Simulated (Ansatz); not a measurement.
Reaction (SMILES): C#N (CH-N) + 3 [H][H] (H2) → C (CH4) + N (NH3)
B3LYP-D3(BJ)/def2-TZVP geometries, fixed; electronic energies without zero-point terms.

Basis-set convergence of the energy of full hydrogenation at PBE with Ansatz (a program for electronic structure). Cartesian d functions, on some or all atoms, in 6-31+G*; all else is spherical. The program fits the integrals of some runs and decomposes those of others, by size. No added dispersion term, no relativity. Functions are those of the species that has most. Reference: the value in aug-pcseg-3, -82.04 kcal/mol, itself unsure by roughly 0.07 kcal/mol (its mean distance from aug-cc-pVQZ, def2-QZVPPD, pcseg-3). Deviations are taken from unrounded values.

```tsv
basis	functions	energy of full hydrogenation (kcal/mol)	minus reference (kcal/mol)
STO-3G	11	-79.42	2.62
6-31G	20	-78.97	3.08
def2-SV(P)	30	-71.19	10.86
def2-SVP	34	-81.24	0.80
pcseg-1	34	-78.63	3.42
6-31+G*	40	-80.54	1.50
6-311G**	42	-78.42	3.62
def2-SVPD	52	-89.42	-7.38
aug-pcseg-1	59	-82.96	-0.92
6-311++G(2d,2p)	67	-83.11	-1.07
def2-TZVP	68	-79.30	2.74
pcseg-2	86	-81.84	0.20
def2-TZVPP	87	-81.18	0.86
aug-cc-pVTZ	138	-82.26	-0.22
aug-pcseg-2	138	-82.42	-0.38
pcseg-3	192	-82.01	0.03
aug-cc-pVQZ	264	-82.15	-0.11
aug-pcseg-3	281	-82.04	0.00
```

The smallest set listed that lies within 2 kcal/mol of the reference with all its larger relatives (same family, alike in diffuse functions; a set with none counts only in the reference's own line) is 6-31+G* (40 functions, 1.50 kcal/mol off). Inside the window by cancellation, since a larger relative falls out: def2-SVP. (Relatives not listed, tested too: 6-311+G** 0.58, 6-311++G(3df,3pd) -0.02, def2-QZVP 0.37, def2-QZVPP 0.37 kcal/mol.)
